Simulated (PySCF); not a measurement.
Molfile (atoms numbered from 1):
```
C4H5ClO
     RDKit          3D

 11 11  0  0  0  0  0  0  0  0999 V2000
    2.2400   -0.4765    0.1631 O   0  0  0  0  0  0  0  0  0  0  0  0
    1.5993    0.2798   -0.4829 C   0  0  0  0  0  0  0  0  0  0  0  0
    2.2790    0.9487   -2.0202 Cl  0  0  0  0  0  0  0  0  0  0  0  0
    0.2440    0.7705   -0.1696 C   0  0  0  0  0  0  0  0  0  0  0  0
   -0.1809    2.1853   -0.4946 C   0  0  0  0  0  0  0  0  0  0  0  0
   -0.7692    1.0576   -1.2547 C   0  0  0  0  0  0  0  0  0  0  0  0
   -0.1178    0.3310    0.7632 H   0  0  0  0  0  0  0  0  0  0  0  0
    0.5551    2.8117   -1.0032 H   0  0  0  0  0  0  0  0  0  0  0  0
   -0.7813    2.6903    0.2655 H   0  0  0  0  0  0  0  0  0  0  0  0
   -1.7953    0.7477   -1.0441 H   0  0  0  0  0  0  0  0  0  0  0  0
   -0.4378    0.9107   -2.2850 H   0  0  0  0  0  0  0  0  0  0  0  0
  1  2  2  0
  2  3  1  0
  2  4  1  0
  4  5  1  0
  5  6  1  0
  6  4  1  0
  4  7  1  0
  5  8  1  0
  5  9  1  0
  6 10  1  0
  6 11  1  0
M  END
```

Geometry: PBE0-D3(BJ)/def2-SVP; GIAO absolute shieldings from PySCF, gas phase, non-relativistic, averaged over equivalent atoms.

At PBE0/pcSseg-2 (293 basis functions, 65 s wall time on 1 thread of an Intel Xeon Platinum 8259CL, shared host):
| atoms | σ (ppm) |
| --- | --- |
| O1 | -239.0 |
| C2 | -4.7 |
| C4 | 158.2 |
| C5/C6 | 171.0 |
| Cl3 | 566.3 |
| H7 | 29.42 |
| H8/H11 | 29.78 |
| H9/H10 | 30.21 |

What do these become at mPW1PW91/pcSseg-2?

## Answers


| atoms | σ at mPW1PW91/pcSseg-2 | change |
| --- | --- | --- |
| O1 | -240.2 | -1.2 |
| C2 | -5.7 | -1.0 |
| C4 | 157.4 | -0.8 |
| C5/C6 | 170.2 | -0.8 |
| Cl3 | 562.6 | -3.7 |
| H7 | 29.48 | +0.06 |
| H8/H11 | 29.82 | +0.04 |
| H9/H10 | 30.26 | +0.05 |

The largest change is at Cl3 (chlorine bonded to C). Cost: 293 basis functions, 60 s wall time on 1 thread of an Intel Xeon Platinum 8259CL, shared host. The order of the carbon signals is the same at both levels.

Carbons that carry Cl, above all several Cl atoms, come out too deshielded, partly because spin–orbit coupling is missing.
